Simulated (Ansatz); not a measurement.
# AlFH₂N radical (SMILES [NH][AlH][F]): single points off equilibrium

The task here is to estimate one member of a computed series from the others.

Method: single points in def2-TZVPP; program: Ansatz 0.2.0, Gaussian basis.

Cores are frozen in the correlated methods. Orbitals are unrestricted.

## Starting geometry

SMILES `[NH][AlH][F]`, 5 atoms, charge 0, spin multiplicity 2.

Atoms are counted from 1 here; the program's logs count them from 0.

Bond lengths: N1–Al2 1.656 Å, N1–H4 1.168 Å, Al2–F3 1.759 Å, Al2–H5 1.368 Å. Angles: Al2–N1–H4 135.7°, N1–Al2–F3 116.6°, N1–Al2–H5 113.9°, F3–Al2–H5 124.5°.

Coordinates:

| atom | x (Å) | y (Å) | z (Å) |
| --- | --- | --- | --- |
| N1 | -1.1293 | 0.0661 | -0.3181 |
| Al2 | 0.4683 | 0.0123 | 0.1160 |
| F3 | 1.1287 | -1.5734 | 0.4926 |
| H4 | -1.8633 | 0.8872 | -0.7056 |
| H5 | 0.9433 | 1.1899 | 0.6244 |

The first run:

The input, run/in.yaml:

```yaml
crystal:
  periodic: [false, false, false]
  atoms:
    - {symbol: N, position_ang: [-1.129300, 0.066100, -0.318100]}
    - {symbol: Al, position_ang: [0.468300, 0.012300, 0.116000]}
    - {symbol: F, position_ang: [1.128700, -1.573400, 0.492600]}
    - {symbol: H, position_ang: [-1.863300, 0.887200, -0.705600]}
    - {symbol: H, position_ang: [0.943300, 1.189900, 0.624400]}
basis:
  gaussian: {orbitals: def2-TZVPP}
magnetization: {spin_polarized: true, initial_magnetization: 1}
correlation: {method: ccsd_t}
scf: {omitted_lower_state_checks: [cluster_reference]}
output: {forces: true}
```

The command line of these runs was not kept.

Among the steps run: CCSD(T)/def2-TZVPP; PBE0-D4/def2-TZVPP; wB97M-V/def2-TZVPP; r2SCAN-D4/def2-TZVPP; PBE-D4/def2-TZVPP; BLYP-D4/def2-TZVPP; r2SCANh-D4/def2-TZVPP.

One table of the session follows, with a row left open; its other results are not shown here.

| method | RMS force component (eV/Å) | angle to CCSD(T) forces (°) | dipole (D) |
| --- | --- | --- | --- |
| CCSD(T) | 3.108 | reference | 3.10 |
| PBE0-D4 | 3.077 | 1.9 | 3.14 |
| wB97M-V | ? | ? | ? |
| r2SCAN-D4 | 3.050 | 1.8 | 3.04 |
| PBE-D4 | 2.950 | 3.1 | 2.96 |
| BLYP-D4 | 2.905 | 2.9 | 2.96 |
| r2SCANh-D4 | 3.085 | 2.0 | 3.10 |

**Question.** Estimate the row for wB97M-V.

As computed: RMS force component (eV/Å): 3.047; angle to CCSD(T) forces (°): 1.4; dipole (D): 3.14. In the column «RMS force component (eV/Å)» it lies between PBE-D4 (2.950) and r2SCAN-D4 (3.050).
